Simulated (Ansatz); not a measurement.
The same path of AlClH2 + H3P (8 atoms, charge 0, multiplicity 1) was run twice with different band settings. Made: Al1–P5.

All numbers below come from RKS PBE/def2-SVP (Ansatz).

Relaxed end points:

```xyz
8
Properties=species:S:1:pos:R:3
Al 0.031 -0.003 0.218
Cl -0.149 0.870 2.161
H 1.493 -0.063 -0.412
H -1.323 -0.255 -0.582
P 0.218 -3.173 1.086
H -0.717 -2.808 0.052
H 1.361 -2.704 0.346
H 0.055 -1.925 1.804
```

```xyz
8
Properties=species:S:1:pos:R:3
Al 0.071 0.115 0.085
Cl -0.793 0.646 1.997
H 1.622 0.460 -0.110
H -0.949 -0.003 -1.143
P 0.243 -2.338 0.770
H -0.985 -2.958 1.152
H 0.773 -3.392 -0.042
H 0.987 -2.590 1.963
```

Common settings: spring 5.0 eV/Å²; optimiser quadratic models (default); start path through a guess of the saddle point; force threshold 0.05 eV/Å; iteration limit 60; end points relaxed.

| run | movable images | climbing image |
| --- | --- | --- |
| 1 | 5 | yes |
| 2 | 8 | no |

Q: What does each run give, and how far can it be trusted?

A: Run 1: converged after 24 iterations, highest image 0.826 eV above the first end. The profile has 2 maxima (images 2, 5) with wells between them (image 4): this band takes more than one step, which may be the mechanism or a detour left from its start path. Neighbouring images differ by up to 1.3 eV, so the band resolves the path poorly. A vibrational analysis at the climbing image gives one clearly imaginary mode, 890i cm⁻¹: a first-order saddle point.
Run 2: converged after 12 iterations, highest image 0.812 eV above the first end. No image climbed, so the highest image needn't sit at the top of the path.
